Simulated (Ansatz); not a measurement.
The input, for Ansatz 0.2.0:

```yaml
crystal:
  periodic: [false, false, false]
  atoms:
    - {symbol: B, position_ang: [0.000000, -0.641441, 0.112037]}
    - {symbol: O, position_ang: [0.000000, 0.293033, 1.012076]}
    - {symbol: N, position_ang: [0.000000, 0.081208, -1.152009]}
    - {symbol: H, position_ang: [0.000000, 1.100079, -1.258002]}
basis:
  gaussian: {orbitals: cc-pVDZ}
magnetization: {spin_polarized: false, initial_magnetization: 5}
hamiltonian: {xc: {name: r2SCAN}}
correlation: {method: ccsd_t, electrons: valence, diis_vectors: 4}
scf: {lower_state_search: light}
output: {forces: true}
```

```sh
$ ansatz run in.yaml --threads 1 --pin off --events-out ev --progress --plain --max-ram 2393MiB
```

The program prints:

```
442 factors; integrals over basis functions are off by at most 1.4e-3 eV
mean field evaluation 1: about -4215.0825 eV, gradient 2.0e1 eV
mean field evaluation 2: about -4215.0798 eV, gradient 2.0e1 eV
mean field evaluation 4: about -4215.3728 eV, gradient 1.4e1 eV
mean field evaluation 8: about -4216.2337 eV, gradient 4.2e-1 eV
mean field evaluation 16: about -4216.2341 eV, gradient 3.9e-4 eV
mean field evaluation 32: about -4215.8216 eV, gradient 9.8e-1 eV
mean field -4216.23409864 eV, -154.9437452587 hartree, gradient 5.6e-6 eV, S^2 8.750000; 3 other end points of the search recorded, 0 dependent functions left out
mean field evaluation 64: about -4198.2618 eV, gradient 1.9e0 eV
mean field evaluation 96: about -4198.2259 eV, gradient 6.6e-1 eV
mean field evaluation 128: about -4186.5123 eV, gradient 2.2e1 eV
3 core orbitals not correlated: weight in the atoms' cores, before any rotation towards them, 1.000 or more for the frozen orbitals, at most 0.000 for the correlated occupied ones
reference -4197.21956291 eV, -154.2449739592 hartree; 10, 5 occupied and 34, 39 virtual orbitals, 442 factors
second order -8.64060750 eV of doubles, -0.60137203 eV of singles
cycle   1  -9.46194473 eV  change   -5.7e-1 eV  update   6.3e-2
cycle   2  -9.68843179 eV  change   -2.3e-1 eV  update   2.5e-2
cycle   3  -9.78556471 eV  change   -9.7e-2 eV  update   1.1e-2
cycle   4  -9.78948980 eV  change   -3.9e-3 eV  update   5.3e-3
cycle   5  -9.79156694 eV  change   -2.1e-3 eV  update   2.6e-3
cycle   6  -9.79201716 eV  change   -4.5e-4 eV  update   1.3e-3
cycle   7  -9.79339764 eV  change   -1.4e-3 eV  update   6.8e-4
cycle   8  -9.79333636 eV  change    6.1e-5 eV  update   2.9e-4
cycle   9  -9.79351782 eV  change   -1.8e-4 eV  update   1.5e-4
cycle  10  -9.79341027 eV  change    1.1e-4 eV  update   6.6e-5
cycle  11  -9.79340613 eV  change    4.1e-6 eV  update   3.2e-5
cycle  12  -9.79339281 eV  change    1.3e-5 eV  update   1.7e-5
cycle  13  -9.79339385 eV  change   -1.0e-6 eV  update   8.8e-6
cycle  14  -9.79339664 eV  change   -2.8e-6 eV  update   4.3e-6
cycle  15  -9.79339668 eV  change   -3.6e-8 eV  update   2.4e-6
cycle  16  -9.79339833 eV  change   -1.7e-6 eV  update   1.1e-6
cycle  17  -9.79339783 eV  change    4.9e-7 eV  update   5.5e-7
cycle  18  -9.79339777 eV  change    6.3e-8 eV  update   2.7e-7
cycle  19  -9.79339765 eV  change    1.2e-7 eV  update   1.5e-7
perturbative correction -0.23088517 eV, -0.0084848733 hartree
WARN: these amplitudes may be one of several solutions (largest doubles amplitude 0.04, level shift 1.78 eV)
the calculation of the forces begins
mean field evaluation 160: about -4216.2364 eV, gradient 3.4e-2 eV
Total energy: -4207.24384573 eV, -154.6133595581 hartree
Atom 0 at     0.000000    -0.641441     0.112037 Å, force    -0.000000   -10.329934    -1.900823 eV/Å
Atom 1 at     0.000000     0.293033     1.012076 Å, force    -0.000000     7.141711     7.029648 eV/Å
Atom 2 at     0.000000     0.081208    -1.152009 Å, force    -0.000000     2.540596    -4.605140 eV/Å
Atom 3 at     0.000000     1.100079    -1.258002 Å, force     0.000000     0.647627    -0.523686 eV/Å
Dipole moment:     0.000000     0.646088    -0.516765 e Å
```

Forces (eV/Å):
```
B     0.000 -10.330  -1.901
O     0.000   7.142   7.030
N     0.000   2.541  -4.605
H     0.000   0.648  -0.524
```

Ran on 1 thread of Arm Neoverse V1, shared host: 13 s wall, 0.2 GiB peak host memory.
